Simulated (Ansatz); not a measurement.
**What a trial cell of Ba₃Br₂ relaxes into**

The calculation used Ansatz, DFT PBE, scalar-relativistic, plane waves, PAW. Cutoff 420 eV, Γ-centred k mesh, Gaussian smearing, no spin polarisation in the final step.

The start puts Ba₃Br₂ on the anti-A-type sesquioxide structure type (P-3m1, No. 164), with Br in place of La, Ba in place of O, at a guessed volume.

```
CELL_PARAMETERS angstrom
5.00036 0.00000 0.00000
-2.50018 4.33044 0.00000
0.00000 0.00000 7.77974
ATOMIC_POSITIONS crystal
Ba 0.00000 0.00000 0.00000
Ba 0.33333 0.66667 0.64500
Ba 0.66667 0.33333 0.35500
Br 0.33333 0.66667 0.24500
Br 0.66667 0.33333 0.75500
```

Cell and atoms relax at zero pressure; the relaxation can't lower the symmetry of the start. After a coarse first stage the cell is made exact in the group found at 0.06 Å.

The zero of energy is the elements' standard structures at the same level; no fitted shifts are applied.

Question: What does it relax into?

Answer: It keeps P-3m1 (No. 164), but not the shape of the type it started on. Conventional cell: a = 4.541 Å, c = 12.319 Å. Ba on Wyckoff site a (1 atom of the primitive cell) is coordinated by 6 Br at 3.30 Å; around Ba on Wyckoff site d (2 atoms of the primitive cell) lie 3 Br at 3.49 Å; around Br lie 6 Ba at 3.30–3.49 Å.

Space group P-3m1 (No. 164). a = 4.541 Å, b = 4.541 Å, c = 12.319 Å, α = 90.00°, β = 90.00°, γ = 120.00°
```csv
atom,site,symmetry,x,y,z
Ba,1a,-3m.,0.0000,0.0000,0.0000
Ba,2d,3m.,0.3333,0.6667,0.6502
Br,2d,3m.,0.3333,0.6667,0.1627
```

Question: What are its volume, energy, density and gap?

Answer: The volume per atom is 43.99 Å³ and the density is 4.32 g/cm³. The energy over the elements is -1.24 eV/atom and the gap on the 12×12×4 mesh is 0 eV (a metal).

The final run used a 12×12×4 mesh on its 5-atom cell and 0.10 eV smearing. For metals, differences of a few meV/atom aren't resolved. Symmetry constrained the relaxation, so the result can be a saddle point. The steps took roughly 2.1 core-minutes in all.